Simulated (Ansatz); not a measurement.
Mulliken charges of AlBFH₃, SMILES `F[BH][AlH2]` from r2SCAN/def2-TZVPP in Ansatz (PBE0-D4/def2-TZVP geometry).

```json
{"atom": "F1", "x (Å)": "-0.478", "y (Å)": "-2.079", "z (Å)": "-0.110", "charge (e)": "-0.227"}
{"atom": "B2", "x (Å)": "-0.701", "y (Å)": "-0.798", "z (Å)": "-0.384", "charge (e)": "0.240"}
{"atom": "Al3", "x (Å)": "0.644", "y (Å)": "0.736", "z (Å)": "0.327", "charge (e)": "0.367"}
{"atom": "H4", "x (Å)": "-1.694", "y (Å)": "-0.599", "z (Å)": "-1.046", "charge (e)": "-0.054"}
{"atom": "H5", "x (Å)": "1.874", "y (Å)": "1.220", "z (Å)": "-0.560", "charge (e)": "-0.163"}
{"atom": "H6", "x (Å)": "0.398", "y (Å)": "1.456", "z (Å)": "1.726", "charge (e)": "-0.163"}
```

By hand: the dipole of these point charges (1 e Å = 4.8032 D).

Σ q r = (-0.102, 0.147, -0.081) e Å, of length 0.196 e Å = 0.94 D.

How does the dipole of the full density compare? (Estimate.)

Ansatz gave: (-0.047, 0.073, -0.038) e Å, 0.46 D; the point charges give 2.04 times that, at 2° from its direction.

Point charges leave out the atoms' own dipoles, such as those of lone pairs, and Mulliken's split depends on the basis, so the two needn't agree.
